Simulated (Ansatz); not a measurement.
A calculation with Ansatz (development build ahead of 0.2.0).

```yaml
crystal:
  periodic: [false, false, false]
  atoms:
    - { symbol: "N", position_ang: [0.0, 0.0, 0.0] }
    - { symbol: "N", position_ang: [0.0, 0.0, 1.32] }
basis:
  gaussian: { orbitals: def2-SVP }
total_charge: 1
magnetization:
  spin_polarized: true
  initial_magnetization: 1
hamiltonian:
  xc: hf
correlation:
  method: mp2
  frozen_orbitals: { "N": 1 }
output:
  forces: true
```

The input is written out in the form of the current development build from the run's settings.

Output:

```json
{"Converged": "yes", "Reference energy": "-108.26137 hartree", "Correlation energy": "-0.18755 hartree", "Total energy": "-108.44892 hartree", "Spin squared of the determinant": "2.127", "Stability test": "minimum"}
```

Forces (eV/Å):
| atom | Fx | Fy | Fz |
| --- | --- | --- | --- |
| N1 | 0.000 | 0.000 | 10.322 |
| N2 | 0.000 | 0.000 | -10.322 |

Caution: bonds are stretched, where a single reference can fail; the unrestricted determinant is a mixture of spin states; forces differ strongly between restricted and unrestricted references; MP2 on this radical cation hangs on the determinant chosen.
